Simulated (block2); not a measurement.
**A workflow on AlH2SF (SMILES [F][AlH][SH])**

Wanted: a single-point energy (DMRG/ANO-RCC-MB), then a single-point energy (DMRG/ANO-RCC-MB), then the energy (DMRG/ANO-RCC-MB), then a single-point energy (DMRG/ANO-RCC-MB), then the energy (DMRG/ANO-RCC-MB), then the energy (DMRG/ANO-RCC-MB), then a single-point energy (DMRG/ANO-RCC-MB) of AlH2SF. The setting varied is the bond dimension. 

The results are computed with block2 0.5.4.

### Step 1. The molecule

AlH2SF has 5 atoms, charge 0, and is taken as a singlet. As SMILES, `[F][AlH][SH]`. The shape is that of a PBE0-D4/def2-TZVP optimisation. This is one conformer, not always the lowest.

Bond lengths: F1–Al2 1.645 Å, Al2–S3 2.169 Å, Al2–H4 1.569 Å, S3–H5 1.345 Å. Angles: F1–Al2–S3 116.3°, F1–Al2–H4 119.8°, S3–Al2–H4 123.9°, Al2–S3–H5 91.6°.

### Step 2. The energy at DMRG/ANO-RCC-MB (start occupation bias 0.2) (run 1)

Contents of block2_dmrg.py:

```python
import numpy as np
from pyscf import gto, mcscf, mp, scf
from pyblock2._pyscf.ao2mo import integrals as itg
from pyblock2.driver.core import DMRGDriver, SymmetryTypes

geom = """
F
Al 1 1.64543
S 2 2.16865 1 116.33657
H 2 1.569465 1 119.79481 3 -179.99841
H 3 1.345303 2 91.63141 4 -0.05407
"""
mol = gto.M(
    atom=geom,
    basis="ano-rcc-mb",
    verbose=3,
    max_memory=2000,
)
print("nao                      = %d" % (mol.nao))
mf = scf.RHF(mol)
mf.conv_tol = 1e-10
mf.max_cycle = 200
mf.kernel()
if not mf.converged:
    mf = mf.newton().run(mf.mo_coeff, mf.mo_occ)
print("reference energy         = %.10f" % (mf.e_tot))
# natural orbitals of MP2 give a compact matrix product state
occ_no, mo = mcscf.addons.make_natural_orbitals(mp.MP2(mf, frozen=11).run())
mf.mo_coeff = mo
ncas, n_elec, spin, ecore, h1e, g2e, orb_sym = itg.get_rhf_integrals(mf, ncore=11, ncas=14, pg_symm=False, g2e_symm=1)
driver = DMRGDriver(scratch="./tmp", symm_type=SymmetryTypes.SU2, stack_mem=1500 << 20, n_threads=1)
# order the orbitals along the chain
idx = driver.orbital_reordering(h1e, g2e, method="fiedler")
print("orbital order:", idx.tolist())
h1e = h1e[np.ix_(idx, idx)]
g2e = g2e[np.ix_(idx, idx, idx, idx)]
orb_sym = np.array(orb_sym)[idx]
driver.initialize_system(n_sites=ncas, n_elec=n_elec, spin=spin, orb_sym=orb_sym)
mpo = driver.get_qc_mpo(h1e=h1e, g2e=g2e, ecore=ecore, iprint=1)
occs = np.array([1.8] * 9 + [0.2] * 5)[idx]
ket = driver.get_random_mps(tag="GS", bond_dim=4, nroots=1, occs=occs)
bond_dims = [4] * 3 + [5] * 4
noises = [0.0001] * 3 + [1e-05] * 4 + [0]
thrds = [1e-09] * 7
e = driver.dmrg(mpo, ket, n_sweeps=13, tol=1e-06, bond_dims=bond_dims, noises=noises, thrds=thrds, iprint=2)
ms, dws, es = driver.get_dmrg_results()
print("max discarded weight     = %.3e" % (dws[-1]))
print("final energy             = %.10f" % (e))
dm1 = driver.get_1pdm(ket)
print("occupation numbers       =", np.round(np.linalg.eigvalsh(dm1)[::-1], 5).tolist())
c_act = mf.mo_coeff[:, 11:25][:, idx]
dm_ao = c_act @ dm1 @ c_act.T + 2 * mf.mo_coeff[:, :11] @ mf.mo_coeff[:, :11].T
print("dipole moment (debye)    =", np.round(scf.hf.dip_moment(mol, dm_ao, verbose=0), 4).tolist())
print(f"largest bipartite entropy = {max(driver.get_bipartite_entanglement(ket)):.4f}")
csf, coef = driver.get_csf_coefficients(ket, cutoff=0.05, iprint=1)
print("c0^2                     = %.4f" % (np.max(np.abs(coef)) ** 2))
```

Command:

```bash
$ python block2_dmrg.py
```

The log of the run:

```text
nao                      = 25
converged SCF energy = -739.642482600391
reference energy         = -739.6424826004
E(RMP2) = -739.700330440805  E_corr = -0.0578478404139642
E(SCS-RMP2) = -739.704300031233  E_corr = -0.0618174308418656
orbital order: [11, 8, 12, 13, 7, 9, 6, 1, 4, 2, 0, 3, 5, 10]
integral symmetrize error =  0.0
integral cutoff error =  0.0
mpo terms =      22123

[... 124 lines left out ...]
 --> Site =    0-   1 .. Mmps =    3 Ndav =   1 E =   -739.6719519797 Error = 0.00e+00 FLOPS = 6.02e+06 Tdav = 0.00 T = 0.00
[... 93 lines left out ...]
 --> Site =    6-   7 .. Mmps =    5 Ndav =   4 E =   -739.6771891146 Error = 1.62e-04 FLOPS = 2.86e+08 Tdav = 0.00 T = 0.02
[... 88 lines left out ...]
 --> Site =    7-   8 .. Mmps =    5 Ndav =   3 E =   -739.6769454249 Error = 1.41e-05 FLOPS = 1.59e+08 Tdav = 0.00 T = 0.01
 --> Site =    8-   9 .. Mmps =    5 Ndav =   3 E =   -739.6769318456 Error = 9.06e-06 FLOPS = 1.49e+08 Tdav = 0.00 T = 0.01
 --> Site =    9-  10 .. Mmps =    5 Ndav =   2 E =   -739.6769234237 Error = 2.80e-07 FLOPS = 8.83e+07 Tdav = 0.00 T = 0.00
 --> Site =   10-  11 .. Mmps =    5 Ndav =   1 E =   -739.6769226867 Error = 7.61e-20 FLOPS = 6.77e+07 Tdav = 0.00 T = 0.00
 --> Site =   11-  12 .. Mmps =    5 Ndav =   4 E =   -739.6770028251 Error = 4.89e-05 FLOPS = 8.06e+07 Tdav = 0.00 T = 0.00
 --> Site =   12-  13 .. Mmps =    5 Ndav =   2 E =   -739.6769223786 Error = 6.62e-21 FLOPS = 9.32e+06 Tdav = 0.00 T = 0.00
[... 8 lines left out ...]
max discarded weight     = 5.613e-04
final energy             = -739.6778431329
occupation numbers       = [1.99995, 1.99972, 1.99956, 1.99641, 1.99636, 1.99201, 1.99116, 1.98871, 1.97847, 0.02498, 0.01217, 0.01214, 0.00659, 0.00177]
dipole moment (debye)    = [1.7046, -0.0008, -1.6992]
largest bipartite entropy = 0.0924
mps center changed (temporarily)
DTRIE T =      0.001
Number of CSF =          4 (cutoff =      0.05)
Sum of weights of included CSF =    0.981551439353978

CSF          0 02002022222220  =    0.984368363161061
CSF          1 20002022222220  =   -0.072550236647904
CSF          2 02000222222220  =   -0.065706508518607
CSF          3 02+00-22222220  =    0.054676163565307
c0^2                     = 0.9690
```

Run time: 3.3 s. Hardware: 1 thread of Arm Neoverse V2, shared host; peak memory 0.26 GiB.

### Step 3. A single-point energy at DMRG/ANO-RCC-MB (start occupation bias 0.2) (run 2)

Contents of job.py:

```python
import numpy as np
from pyscf import gto, mcscf, mp, scf
from pyblock2._pyscf.ao2mo import integrals as itg
from pyblock2.driver.core import DMRGDriver, SymmetryTypes

geom = """
F
Al 1 1.64543
S 2 2.16865 1 116.33657
H 2 1.569465 1 119.79481 3 -179.99841
H 3 1.345303 2 91.63141 4 -0.05407
"""
mol = gto.M(
    atom=geom,
    basis="ano-rcc-mb",
    charge=0,
    verbose=3,
)
print("basis functions = %d" % (mol.nao))
mf = scf.RHF(mol)
mf.conv_tol = 1e-10
mf.max_cycle = 200
mf.kernel()
if not mf.converged:
    mf = mf.newton().run(mf.mo_coeff, mf.mo_occ)
print(f"reference energy = {mf.e_tot:.10f}")
occ_no, mo = mcscf.addons.make_natural_orbitals(mp.MP2(mf, frozen=11).run())
mf.mo_coeff = mo
ncas, n_elec, spin, ecore, h1e, g2e, orb_sym = itg.get_rhf_integrals(mf, ncore=11, ncas=14, pg_symm=False, g2e_symm=1)
drv = DMRGDriver(scratch="./tmp", symm_type=SymmetryTypes.SU2, stack_mem=1500 << 20, n_threads=1)
idx = drv.orbital_reordering(h1e, g2e, method="fiedler")
print("orbital order:", idx.tolist())
h1e = h1e[np.ix_(idx, idx)]
g2e = g2e[np.ix_(idx, idx, idx, idx)]
orb_sym = np.array(orb_sym)[idx]
drv.initialize_system(n_sites=ncas, n_elec=n_elec, spin=spin, orb_sym=orb_sym)
mpo = drv.get_qc_mpo(h1e=h1e, g2e=g2e, ecore=ecore, iprint=0)
occs = np.array([1.8] * 9 + [0.2] * 5)[idx]
mps = drv.get_random_mps(tag="GS", bond_dim=5, nroots=1, occs=occs)
bond_dims = [5] * 3 + [10] * 4
noises = [0.0001] * 3 + [1e-05] * 4 + [0]
thrds = [1e-09] * 7
e = drv.dmrg(mpo, mps, n_sweeps=13, tol=1e-06, bond_dims=bond_dims, noises=noises, thrds=thrds, iprint=2)
ms, dws, es = drv.get_dmrg_results()
print("DW = %.3e" % (dws[-1]))
print("final energy = %.10f" % (e))
dm1 = drv.get_1pdm(mps)
print("natural occupations =", np.round(np.linalg.eigvalsh(dm1)[::-1], 5).tolist())
c_act = mf.mo_coeff[:, 11:25][:, idx]
dm_ao = c_act @ dm1 @ c_act.T + 2 * mf.mo_coeff[:, :11] @ mf.mo_coeff[:, :11].T
print("dipole moment (debye) =", np.round(scf.hf.dip_moment(mol, dm_ao, verbose=0), 4).tolist())
print(f"max block entropy = {max(drv.get_bipartite_entanglement(mps)):.4f}")
csf, coef = drv.get_csf_coefficients(mps, cutoff=0.08, iprint=1)
print(f"c0^2 = {np.max(np.abs(coef)) ** 2:.4f}")
```

Command:

```bash
$ python job.py
```

The log of the run:

```text
basis functions = 25
[... 110 lines left out ...]
 --> Site =    0-   1 .. Mmps =    3 Ndav =   1 E =   -739.6877294128 Error = 0.00e+00 FLOPS = 2.20e+07 Tdav = 0.00 T = 0.00
[... 93 lines left out ...]
 --> Site =    6-   7 .. Mmps =   10 Ndav =   4 E =   -739.6994611270 Error = 9.75e-05 FLOPS = 8.20e+08 Tdav = 0.00 T = 0.03
[... 88 lines left out ...]
 --> Site =    7-   8 .. Mmps =   10 Ndav =   4 E =   -739.6995638561 Error = 3.59e-05 FLOPS = 6.33e+08 Tdav = 0.00 T = 0.03
 --> Site =    8-   9 .. Mmps =   10 Ndav =   4 E =   -739.6995374572 Error = 1.81e-05 FLOPS = 6.45e+08 Tdav = 0.00 T = 0.01
 --> Site =    9-  10 .. Mmps =   10 Ndav =   3 E =   -739.6995150408 Error = 1.01e-06 FLOPS = 5.27e+08 Tdav = 0.00 T = 0.01
 --> Site =   10-  11 .. Mmps =   10 Ndav =   1 E =   -739.6995130923 Error = 1.04e-16 FLOPS = 3.91e+08 Tdav = 0.00 T = 0.01
 --> Site =   11-  12 .. Mmps =   10 Ndav =   1 E =   -739.6995130923 Error = 8.34e-19 FLOPS = 1.07e+08 Tdav = 0.00 T = 0.00
 --> Site =   12-  13 .. Mmps =    8 Ndav =   1 E =   -739.6995130923 Error = 8.28e-21 FLOPS = 2.76e+07 Tdav = 0.00 T = 0.00
[... 8 lines left out ...]
DW = 2.008e-03
final energy = -739.7024407729
natural occupations = [1.99988, 1.99887, 1.99815, 1.9917, 1.99137, 1.98666, 1.98644, 1.97618, 1.97242, 0.03203, 0.02434, 0.02213, 0.01201, 0.00781]
dipole moment (debye) = [1.634, -0.0011, -1.6002]
max block entropy = 0.2005
mps center changed (temporarily)
DTRIE T =      0.001
Number of CSF =          1 (cutoff =      0.08)
Sum of weights of included CSF =    0.946109677443819

CSF          0 02002022222220  =    0.972681693794953
c0^2 = 0.9461
```

Wall time 3.9 s (1 thread of Arm Neoverse V2, shared host); peak memory 0.26 GiB.

Runs 3 to 6 aren't shown in full; the table further down has their settings and results.

### Step 4. A single-point energy at DMRG/ANO-RCC-MB (start occupation bias 0.2) (run 7)

Contents of run_dmrg.py:

```python
import numpy as np
from pyscf import gto, mcscf, mp, scf
from pyblock2._pyscf.ao2mo import integrals as itg
from pyblock2.driver.core import DMRGDriver, SymmetryTypes

geom = """
F
Al 1 1.64543
S 2 2.16865 1 116.33657
H 2 1.569465 1 119.79481 3 -179.99841
H 3 1.345303 2 91.63141 4 -0.05407
"""
mol = gto.M(
    atom=geom,
    basis="ano-rcc-mb",
    charge=0,
    spin=0,
    verbose=3,
    max_memory=2000,
)
print("nao = %d" % (mol.nao))
mf = scf.RHF(mol)
mf.conv_tol = 1e-10
mf.max_cycle = 200
mf.kernel()
if not mf.converged:
    mf = mf.newton().run(mf.mo_coeff, mf.mo_occ)
print("E(SCF) = %.10f" % (mf.e_tot))
# natural orbitals of MP2 give a compact matrix product state
occ_no, mo = mcscf.addons.make_natural_orbitals(mp.MP2(mf, frozen=11).run())
mf.mo_coeff = mo
ncas, n_elec, spin, ecore, h1e, g2e, orb_sym = itg.get_rhf_integrals(mf, ncore=11, ncas=14, pg_symm=False, g2e_symm=1)
dmrg = DMRGDriver(scratch="./tmp", symm_type=SymmetryTypes.SU2, stack_mem=1500 << 20, n_threads=1)
# orbital ordering
idx = dmrg.orbital_reordering(h1e, g2e, method="fiedler")
print("orbital order:", idx.tolist())
h1e = h1e[np.ix_(idx, idx)]
g2e = g2e[np.ix_(idx, idx, idx, idx)]
orb_sym = np.array(orb_sym)[idx]
dmrg.initialize_system(n_sites=ncas, n_elec=n_elec, spin=spin, orb_sym=orb_sym)
mpo = dmrg.get_qc_mpo(h1e=h1e, g2e=g2e, ecore=ecore, iprint=1)
occs = np.array([1.8] * 9 + [0.2] * 5)[idx]
psi = dmrg.get_random_mps(tag="GS", bond_dim=50, nroots=1, occs=occs)
bond_dims = [50] * 3 + [100] * 4
noises = [0.0001] * 3 + [1e-05] * 4 + [0]
thrds = [1e-09] * 7
e = dmrg.dmrg(mpo, psi, n_sweeps=13, tol=1e-06, bond_dims=bond_dims, noises=noises, thrds=thrds, iprint=2)
ms, dws, es = dmrg.get_dmrg_results()
print("max discarded weight = %.3e" % (dws[-1]))
print("E(final) = %.10f" % (e))
dm1 = dmrg.get_1pdm(psi)
print("natural occupations =", np.round(np.linalg.eigvalsh(dm1)[::-1], 5).tolist())
c_act = mf.mo_coeff[:, 11:25][:, idx]
dm_ao = c_act @ dm1 @ c_act.T + 2 * mf.mo_coeff[:, :11] @ mf.mo_coeff[:, :11].T
print("dipole / D =", np.round(scf.hf.dip_moment(mol, dm_ao, verbose=0), 4).tolist())
print(f"max block entropy = {max(dmrg.get_bipartite_entanglement(psi)):.4f}")
csf, coef = dmrg.get_csf_coefficients(psi, cutoff=0.05, iprint=1)
print(f"c0^2 = {np.max(np.abs(coef)) ** 2:.4f}")
```

Command:

```bash
$ python run_dmrg.py
```

The log of the run:

```text
nao = 25
converged SCF energy = -739.642482600391
E(SCF) = -739.6424826004
E(RMP2) = -739.700330440805  E_corr = -0.0578478404139642
E(SCS-RMP2) = -739.704300031233  E_corr = -0.0618174308418656
orbital order: [11, 8, 12, 13, 7, 9, 6, 1, 4, 2, 0, 3, 5, 10]
integral symmetrize error =  0.0
integral cutoff error =  0.0
mpo terms =      22123

[... 92 lines left out ...]
 --> Site =   12-  13 .. Mmps =   31 Ndav =   1 E =   -739.7195117786 Error = 6.37e-21 FLOPS = 3.49e+08 Tdav = 0.00 T = 0.01
[... 76 lines left out ...]
 --> Site =    1-   2 .. Mmps =   10 Ndav =   1 E =   -739.7204061868 Error = 0.00e+00 FLOPS = 1.58e+09 Tdav = 0.00 T = 0.03
[... 49 lines left out ...]
 --> Site =    7-   8 .. Mmps =  100 Ndav =   3 E =   -739.7204129221 Error = 8.45e-08 FLOPS = 4.47e+09 Tdav = 0.11 T = 0.51
 --> Site =    8-   9 .. Mmps =  100 Ndav =   2 E =   -739.7204126640 Error = 9.50e-10 FLOPS = 4.30e+09 Tdav = 0.04 T = 0.16
 --> Site =    9-  10 .. Mmps =  100 Ndav =   1 E =   -739.7204126602 Error = 3.86e-18 FLOPS = 3.56e+09 Tdav = 0.01 T = 0.08
 --> Site =   10-  11 .. Mmps =   65 Ndav =   1 E =   -739.7204126602 Error = 2.31e-20 FLOPS = 2.58e+09 Tdav = 0.00 T = 0.05
 --> Site =   11-  12 .. Mmps =   36 Ndav =   1 E =   -739.7204126602 Error = 9.62e-21 FLOPS = 1.20e+09 Tdav = 0.00 T = 0.02
 --> Site =   12-  13 .. Mmps =   11 Ndav =   1 E =   -739.7204126602 Error = 5.76e-21 FLOPS = 1.66e+08 Tdav = 0.00 T = 0.01
[... 16 lines left out ...]
Sum of weights of included CSF =    0.947066720989650
[... 1 line left out ...]
CSF          0 02002022222220  =    0.962173321609263
CSF          1 20002022222220  =   -0.073161442215181
CSF          2 02000222222220  =   -0.071399048862569
CSF          3 02002022222+2-  =    0.065955905628800
CSF          4 2+0020-2222220  =   -0.058746872317719
CSF          5 02+00-22222220  =    0.055112819499038
c0^2 = 0.9258
```

Run time: 20 s. Hardware: 1 thread of Arm Neoverse V2, shared host; peak memory 0.32 GiB.

### Step 5. The series

| run | bond dimension | bond dims | energy (Eh) | dipole moment (D) | wall time |
| --- | --- | --- | --- | --- | --- |
| 1 | 5 | (4, 5) | -739.677843 | 2.41 | 3.3 s |
| 2 | 10 | (5, 10) | -739.702441 | 2.29 | 3.9 s |
| 3 | 20 | (10, 20) | -739.716082 | 2.18 | 4.2 s |
| 4 | 35 | (17, 35) | -739.719191 | 2.17 | 6 s |
| 5 | 50 | (25, 50) | -739.719886 | 2.16 | 8.1 s |
| 6 | 75 | (37, 75) | -739.720346 | 2.16 | 13 s |
| 7 | 100 | (50, 100) | -739.720507 | 2.16 | 20 s |

Convergence of the total energy of singlet AlH2SF with the bond dimension, against the last point:

| bond dimension | from the last (mEh) | wall time |
| --- | --- | --- |
| 5 | +42.664 | 3.3 s |
| 10 | +18.066 | 3.9 s |
| 20 | +4.425 | 4.2 s |
| 35 | +1.315 | 6 s |
| 50 | +0.621 | 8.1 s |
| 75 | +0.161 | 13 s |
| 100 | +0.000 | 20 s |

Convergence of the dipole moment (of the density that the program reports) of singlet AlH2SF with the bond dimension, against the last point:

| bond dimension | from the last (D) | wall time |
| --- | --- | --- |
| 5 | +0.2511 | 3.3 s |
| 10 | +0.1312 | 3.9 s |
| 20 | +0.0280 | 4.2 s |
| 35 | +0.0143 | 6 s |
| 50 | +0.0091 | 8.1 s |
| 75 | +0.0024 | 13 s |
| 100 | +0.0000 | 20 s |

### Step 6. Results

| quantity | value |
| --- | --- |
| run 7, DMRG/ANO-RCC-MB: total energy | -739.72051 Eh |
| run 7, DMRG/ANO-RCC-MB: dipole moment (of the density that the program reports) | 2.16 D |

What this shows: For the total energy of singlet AlH2SF to stay within 10 mEh of the last point, 20 is the first point of the series from which all later ones do (4.2 s against 20 s). For the total energy of singlet AlH2SF to stay within 2 mEh of the last point, 35 is the first point of the series from which all later ones do (6 s against 20 s). For the dipole moment (of the density that the program reports) of singlet AlH2SF to stay within 0.1 D of the last point, 20 is the first point of the series from which all later ones do (4.2 s against 20 s). For the dipole moment (of the density that the program reports) of singlet AlH2SF to stay within 0.02 D of the last point, 35 is the first point of the series from which all later ones do (6 s against 20 s). In runs 1, 2, 3, 4, 5, 6, 7 the basis is minimal, so the values are rough. In runs 1, 2, 3, 4, 5, 6, 7 relativity is left out where basis or elements ask for it. All runs together took 59 s, the longest 20 s.
